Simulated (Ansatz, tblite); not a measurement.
Cost and result up the ladder for the cluster Si₂H₃⁻ (the lowest singlet isomer of a short search) (5 atoms). The state is a singlet with charge -1. Geometry: PBE0-D4/def2-TZVPD.

```xyz
5

Si   -0.5936   -1.0898   -1.1789
Si    0.3864    0.4240    0.0584
H    -1.4356   -1.5028    0.0449
H     0.1907    0.7954    1.5084
H     1.4521    1.3732   -0.4329
```

Ansatz on 4 threads of AMD EPYC 7B13 on a shared host; xTB runs through tblite on one thread. Times are rough, summed over both states, and most runs start from the orbitals of an earlier one. PBE0-D4/def2-TZVPD serves as the yardstick here, not as an exact answer. The other state is a doublet.

The xTB rows come from tblite. Correlated methods freeze 10 core orbitals. The structure comes from a short search, and lower isomers may exist.

Run but left out: HF/def2-TZVPPD (singlet: restricted singlet, unstable towards broken spin symmetry).

Correlated methods converge slowly with the basis.

Raw xTB energies of ions are shifted by several eV.

| level | functions | wall time |
| --- | --- | --- |
| GFN2-xTB | 21 | 0.007 s |
| GFN1-xTB | 24 | 0.012 s |
| PBE-D4/def2-TZVPD (with forces) | 113 | 1.4 s |
| PBE0-D4/def2-TZVPD | 113 | 2.2 s |
| r2SCAN-D4/def2-TZVPD | 113 | 2.7 s |
| CCSD(T)/def2-TZVPPD | 147 | 12 s |

Task: Estimate what each level gives for the vertical IE (eV).

Result: 
```
                          level  vertical IE (eV)  difference from PBE0-D4/def2-TZVPD (eV)                               remarks
                       GFN2-xTB              4.25                                     2.07                                     –
                       GFN1-xTB              7.25                                     5.06                                     –
PBE-D4/def2-TZVPD (with forces)              2.26                                     0.08          HOMO above zero (-1 singlet)
             PBE0-D4/def2-TZVPD              2.18                                     0.00                                     –
           r2SCAN-D4/def2-TZVPD              2.20                                     0.02          HOMO above zero (-1 singlet)
            CCSD(T)/def2-TZVPPD              2.24                                     0.06  restricted SCF unstable (-1 singlet)
```
